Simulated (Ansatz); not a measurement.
The inner images of a band of BFH2 + H2S (7 atoms, charge 0, multiplicity 1) are given out of order.

Method: RHF/def2-SVP (Ansatz 0.2.0).

Image 0:

```xyz
7
Properties=species:S:1:pos:R:3
B 0.033 0.469 -0.110
F -0.310 0.723 1.135
H 1.191 0.529 -0.401
H -0.841 0.268 -0.904
S 0.231 -2.722 0.560
H -1.091 -2.904 0.535
H 0.259 -2.392 1.853
```

Image 8:

```xyz
7
Properties=species:S:1:pos:R:3
B 0.112 -0.487 -0.575
F -0.151 -0.024 2.576
H 1.118 0.152 -0.591
H -0.939 -0.055 -0.934
S 0.262 -2.184 0.008
H -1.009 -2.582 -0.103
H 0.079 -0.849 2.287
```

Q: Put them in order from the first end to the last, with their energies above the first end.
A.
```xyz
7
Properties=species:S:1:pos:R:3
B 0.076 -0.249 -0.025
F -0.155 0.011 1.511
H 1.131 0.207 -0.342
H -0.927 -0.020 -0.628
S 0.298 -2.220 0.376
H -0.968 -2.619 0.227
H 0.018 -1.138 1.546
```
B.
```xyz
7
Properties=species:S:1:pos:R:3
B 0.103 -0.390 -0.185
F -0.163 -0.033 1.696
H 1.125 0.201 -0.341
H -0.941 -0.009 -0.609
S 0.315 -2.232 0.191
H -0.966 -2.613 0.179
H 0.000 -0.953 1.736
```
C.
```xyz
7
Properties=species:S:1:pos:R:3
B 0.052 -0.027 0.039
F -0.166 0.242 1.374
H 1.148 0.207 -0.369
H -0.921 -0.032 -0.656
S 0.293 -2.300 0.477
H -0.983 -2.629 0.266
H 0.050 -1.490 1.536
```
D.
```xyz
7
Properties=species:S:1:pos:R:3
B 0.117 -0.466 -0.346
F -0.177 0.011 1.971
H 1.129 0.161 -0.406
H -0.947 -0.015 -0.627
S 0.307 -2.237 0.056
H -0.977 -2.607 0.080
H 0.020 -0.876 1.940
```
E.
```xyz
7
Properties=species:S:1:pos:R:3
B 0.042 0.195 -0.002
F -0.181 0.443 1.284
H 1.160 0.299 -0.407
H -0.911 0.026 -0.704
S 0.293 -2.515 0.553
H -1.003 -2.696 0.297
H 0.072 -1.782 1.646
```
F.
```xyz
7
Properties=species:S:1:pos:R:3
B 0.118 -0.490 -0.461
F -0.178 0.028 2.273
H 1.129 0.138 -0.505
H -0.948 -0.028 -0.720
S 0.290 -2.232 -0.015
H -0.991 -2.608 -0.051
H 0.052 -0.838 2.146
```
G.
```xyz
7
Properties=species:S:1:pos:R:3
B 0.038 0.360 -0.062
F -0.190 0.602 1.214
H 1.162 0.446 -0.462
H -0.906 0.153 -0.769
S 0.290 -2.659 0.599
H -1.010 -2.838 0.356
H 0.088 -2.094 1.791
```

A: G (+0.02 eV), E (+0.14 eV), C (+0.69 eV), A (+1.88 eV), B (+1.24 eV), D (+0.86 eV), F (+0.74 eV).

The run took 75 s on 1 thread of Arm Neoverse V2, on a shared host, peak memory 0.12 GiB.
